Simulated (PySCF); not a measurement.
GaH₂⁺, triplet in aug-cc-pVDZ: errors against full CI

Geometry: that of the GaH2, doublet, kept fixed. The singlet lies 3.1 eV lower here.

```xyz
3

Ga    0.0000   -0.0222    0.0000
H     0.0000    0.7688   -1.3831
H     0.0000    0.7688    1.3831
```

Basis aug-cc-pVDZ; PySCF 2.14.0. Correlated methods freeze the noble-gas cores and the filled d shells of p-block atoms, which leaves 4 electrons in 40 orbitals. R marks a restricted (for open shells ROHF) determinant. No spin–orbit coupling is included, and no scalar relativity.

Full CI is exact within this basis and frozen core; it isn't the basis-set limit.

```
UHF ⟨S²⟩                          : 2.066
T1 diagnostic (ROHF- or RHF-based CCSD)             : 0.0394
largest doubles amplitude (ROHF- or RHF-based CCSD) : 0.073
```

**Question.** From what is known of these methods and the diagnostics, rank them by the size of their error in total energy against full CI in aug-cc-pVDZ, smallest first (an estimate: the text doesn't fix the numbers).
A. RHF
B. RCCSD
C. RCCSD(T)
D. RMP2
E. RCCSDT

**Answer.** E (0.0 kJ/mol), C (1.1 kJ/mol), B (4.0 kJ/mol), D (47.1 kJ/mol), A (179.3 kJ/mol).

All errors are against full CI in aug-cc-pVDZ. Within each family the higher level lies nearer, as is usual though not guaranteed.

The full-CI state has the irrep B2 of C2v, in the program's axes.

Natural occupations of full CI about the gap: 1.920 1.009 0.976 0.033 0.024 0.017 0.004 0.003 0.003 0.003; effectively unpaired electrons, Σ n²(2−n)², 2.03.
